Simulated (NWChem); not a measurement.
# HNO (SMILES N=O) at 4 levels

We compute a comparison of 4 runs (HF/STO-3G, HF/3-21G, B3LYP/6-31G*) of HNO. 

The calculation is run with NWChem 7.3.0.

2 further runs of the same task are left out: 1 that didn't finish, 1 set aside as unsound or not needed.

### 1 The structure to begin with

HNO has 3 atoms, charge 0, and is taken as a singlet. As SMILES, `N=O`. The N1–H3 distance was set to 1.382 Å, away from the relaxed value.

Bond lengths: N1–O2 1.190 Å. A long bond or contact: N1–H3 1.382 Å.

### 2 The energy at HF/STO-3G (run 1)

Contents of struct.nw:

```
start struct
memory total 2200 mb
charge 0

geometry units angstrom noautosym nocenter noautoz
  N    -0.227324    0.619652   -0.050496
  O     0.811676    0.704062    0.523164
  H    -0.471600   -0.709980   -0.339350
end

basis spherical bse
  * library STO-3G
end

scf
  thresh 1e-08
  maxiter 80
end

task scf energy
```

On the command line:

```console
$ nwchem struct.nw > struct.out
```

Log:

```text
[...]
  functions       =    11
[...]
  wavefunction    = RHF
[...]
         Total SCF energy =   -128.016541449343
      One-electron energy =   -234.692001479617
      Two-electron energy =     77.069746118356
 Nuclear repulsion energy =     29.605713911917
        Time for solution =      0.2s
[...]
```

It took 0.77 s on 1 thread of Intel Xeon Platinum 8375C at 2.90GHz (Ice Lake), shared host; peak memory 0.098 GiB.

### 3 A single-point energy at HF/3-21G (run 2)

Contents of hno.nw:

```
START hno
memory 2200 mb

GEOMETRY noautosym nocenter noautoz
 N    -0.227324    0.619652   -0.050496
 O     0.811676    0.704062    0.523164
 H    -0.471600   -0.709980   -0.339350
END

BASIS spherical bse
 * library 3-21G
END

SCF
 thresh 1e-08
 maxiter 80
END

TASK scf energy
```

On the command line:

```console
$ nwchem hno.nw > hno.out
```

Log:

```text
[...]
  functions       =    20
[...]
  wavefunction    = RHF
[...]
         Total SCF energy =   -129.000016539892
      One-electron energy =   -234.940521391280
      Two-electron energy =     76.334790939470
 Nuclear repulsion energy =     29.605713911917
        Time for solution =      0.2s
[...]
```

Run time: 0.83 s. Hardware: 1 thread of Intel Xeon Platinum 8375C at 2.90GHz (Ice Lake), shared host; peak memory 0.099 GiB.

Run 3 isn't shown in full; the table further down has it.

### 4 A single-point energy at B3LYP/6-31G(d) (Cartesian functions) (run 4)

Contents of mol.nw:

```
start mol
title "HNO"
memory stack 880 mb heap 220 mb global 1100 mb
charge 0
geometry noautosym nocenter noautoz
N     -0.227324     0.619652    -0.050496
O      0.811676     0.704062     0.523164
H     -0.471600    -0.709980    -0.339350
end
basis "ao basis"
N library 6-31G*
O library 6-31G*
H library 6-31G*
end
dft
xc b3lyp
grid xfine
convergence energy 1e-08
iterations 100
mulliken
end
task dft energy
```

On the command line:

```console
$ nwchem mol.nw > mol.out
```

Log:

```text
[...]
          Wavefunction type:  closed shell.
          No. of atoms     :     3
          No. of electrons :    16
[...]
          Charge           :     0
          Spin multiplicity:     1
[...]
          AO basis - number of functions:    32
[...]
              XC Information
              --------------
                         B3LYP Method XC Potential
                     Hartree-Fock (Exact) Exchange  0.200
                        Slater Exchange Functional  0.800 local
                    Becke 1988 Exchange Functional  0.720 non-local
              Lee-Yang-Parr Correlation Functional  0.810
                  VWN I RPA Correlation Functional  0.190 local
[...]
 d= 0,ls=0.0,diis     1   -130.3734110513 -1.60D+02  3.38D-02  7.01D-01     0.8
[...]
 d= 0,ls=0.0,diis    10   -130.4449959618 -1.02D-09  6.09D-07  1.50D-10     5.3
         Total DFT energy =     -130.444995961795
      One electron energy =     -236.218161507402
           Coulomb energy =       91.806716304623
    Exchange-Corr. energy =      -15.639264670934
 Nuclear repulsion energy =       29.605713911917
[...]
      Total Density - Mulliken Population Analysis
     ---------------------------------------------
    Atom       Charge   Shell Charges
 -----------   ------   -------------------------------------------------------
    1 N    7     6.97   1.99  0.91  2.12  0.95  0.96  0.03
    2 O    8     8.15   1.99  0.95  2.81  0.97  1.40  0.03
    3 H    1     0.89   0.43  0.46
[...]
```

It took 6 s on 1 thread of Intel Xeon Platinum 8375C at 2.90GHz (Ice Lake), shared host; peak memory 0.12 GiB.

### 5 Overview of the runs

```
run                               level  iteration cap  module  energy (Eh)  dipole moment (D)  HOMO energy (eV)  LUMO energy (eV)  wall time
  1                           HF/STO-3G             80     scf  -128.016541               0.91             -8.29              6.06     0.77 s
  2                            HF/3-21G             80     scf  -129.000017               1.47            -10.74              2.63     0.83 s
  3  B3LYP/6-31G* (spherical functions)            100     dft  -130.441892               0.69             -6.78             -3.05      5.1 s
  4  B3LYP/6-31G* (Cartesian functions)            100     dft  -130.444996               0.69             -6.81             -3.08        6 s
```

### 6 Outcome

| quantity | value |
| --- | --- |
| run 4: total energy | -130.44500 Eh |
| run 4: dipole moment | 0.69 D |
| run 4: HOMO energy | -6.81 eV |
| run 4: LUMO energy | -3.08 eV |
| run 4: HOMO–LUMO gap | 3.73 eV |

What this shows: The dipole moment (its size) runs from 0.69 D (B3LYP/6-31G*) to 1.47 D (HF/3-21G). The two ends differ in method and basis. The HOMO–LUMO gap runs from 3.73 eV (B3LYP/6-31G*) to 14.36 eV (HF/STO-3G). In run 1 the basis is minimal, so the values are rough. All runs together took 13 s, the longest 6 s.
